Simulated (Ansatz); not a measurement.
Cost and result for the atomization energy of C₂H₂ClN (`N#CCCl`) (6 atoms, 5 bonds).

Cartesian coordinates in Å:
```
N 1.028 1.795 0.620
C 0.510 0.817 0.314
C -0.127 -0.432 -0.058
Cl -1.514 -0.165 -1.134
H -0.484 -0.944 0.835
H 0.587 -1.071 -0.577
```

Total charge 0; spin multiplicity 1. Geometry: relaxed with PBE0-D4/def2-TZVP. Program: Ansatz. All runs use 2 threads of an Intel Xeon Platinum 8488C on a shared host. Times are those of one run each, without the atoms' runs, and a repeat can differ threefold. Electronic energies, without spin–orbit coupling; frozen cores. CCSD(T)/CBS adds CCSD(T) − MP2 in def2-TZVPP to the MP2 limit, and its time is that of the two runs behind it. T1 = 0.012. HSE06 is the plane-wave form, built on full-range PBE exchange.

CCSD(T)/CBS is a level of theory with its own doubt, some kJ/mol a heavy atom from the limit and from the frozen cores, so smaller differences don't rank the functionals.

```tsv
level	functions	wall time
CCSD(T)/def2-SVP	70	0.95 s
revPBE-D4/def2-TZVPP	163	1.1 s
HSE06-D4/def2-TZVPP	163	1.8 s
PBE0-D4/def2-TZVPP	163	1.8 s
BHLYP-D4/def2-TZVPP	163	1.9 s
r2SCANh-D4/def2-TZVPP	163	2.6 s
B2PLYP/def2-TZVPP	163	2.8 s
PBE-QIDH/def2-TZVPP	163	2.8 s
ωB97X-V/def2-TZVPP	163	3.7 s
B97M-V/def2-TZVPP	163	4.2 s
CCSD(T)/def2-TZVPP	163	9.5 s
MP2/def2-QZVPP	301	10 s
CCSD(T)/CBS(def2)	–	20 s
```

(1) What atomization energy does each give, and how far from CCSD(T)/CBS? (Estimate.)

Answers

(1) Computed: 
```
                level  atomization (kcal/mol)  difference from CCSD(T)/CBS  per bond
     CCSD(T)/def2-SVP                   552.9                        -31.6      -6.3
 revPBE-D4/def2-TZVPP                   594.8                         10.3       2.0
  HSE06-D4/def2-TZVPP                   593.0                          8.5       1.7
   PBE0-D4/def2-TZVPP                   592.4                          7.9       1.6
  BHLYP-D4/def2-TZVPP                   558.1                        -26.4      -5.3
r2SCANh-D4/def2-TZVPP                   579.1                         -5.4      -1.1
    B2PLYP/def2-TZVPP                   582.8                         -1.7      -0.3
  PBE-QIDH/def2-TZVPP                   583.7                         -0.8      -0.2
   ωB97X-V/def2-TZVPP                   587.3                          2.8       0.6
    B97M-V/def2-TZVPP                   586.8                          2.3       0.5
   CCSD(T)/def2-TZVPP                   567.0                        -17.5      -3.5
       MP2/def2-QZVPP                   598.4                         13.9       2.8
    CCSD(T)/CBS(def2)                   584.5                          0.0       0.0
```

In def2-TZVPP, CCSD(T) changes the Hartree–Fock value by +171.6 kcal/mol (the triples alone add +14.1 kcal/mol) and MP2 by +192.7 kcal/mol; breaking electron pairs costs correlation energy, which Hartree–Fock lacks. Leaving LDA and LC-ωPBE aside and taking each functional with its dispersion term where it has one, the values, not all of them listed here, spread over 55.1 kcal/mol, from BHLYP-D4 to PBE-D4. LDA lies +75.5 kcal/mol from PBE without D4, its usual overbinding. From r2SCAN to r2SCAN0 (25 % exact exchange), in def2-TZVPP and without D4, the atomization energy moves by −15.7 kcal/mol: exact exchange takes away binding that semilocal exchange gives to molecules.
